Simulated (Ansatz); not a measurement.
Species: HO (charge 0, doublet). 
Geometry from a B3LYP-D3(BJ)/def2-TZVP (Ansatz, a first-principles code) optimisation:
```xyz
2

O      0.0000     0.0000    -0.1085
H      0.0000     0.0000     0.8682
```
Charge 0, spin multiplicity 2.

Wanted: vertical electron affinity (to the singlet state of charge -1; a negative value means that the extra electron is unbound and the number depends on the basis; each state is the SCF solution reached for its spin), in eV. Correlated levels leave the core frozen unless marked. UHF or UKS for open shells. Spin-orbit coupling is left out. Non-relativistic. Anions need diffuse functions: aug- sets have them; def2-D sets add few. CBS marks a two-point X^-3 extrapolation of the correlation energy; Hartree-Fock from the larger set.

```
level                                 program  vertical electron affinity (eV)
------------------------------------  -------  -------------------------------
r2SCAN/def2-TZVPD                      Ansatz                       (withheld)
BHLYP/def2-TZVPD                       Ansatz                             1.29
CCSD/def2-QZVPPD                       Ansatz                             1.57
CCSD(T)/CBS(aug-cc-pVTZ,aug-cc-pVQZ)   Ansatz                       (withheld)
```

Problem. What belongs in the gaps?

Solution. 
- r2SCAN/def2-TZVPD, vertical electron affinity (eV): 1.64
- CCSD(T)/CBS(aug-cc-pVTZ,aug-cc-pVQZ), vertical electron affinity (eV): 1.83
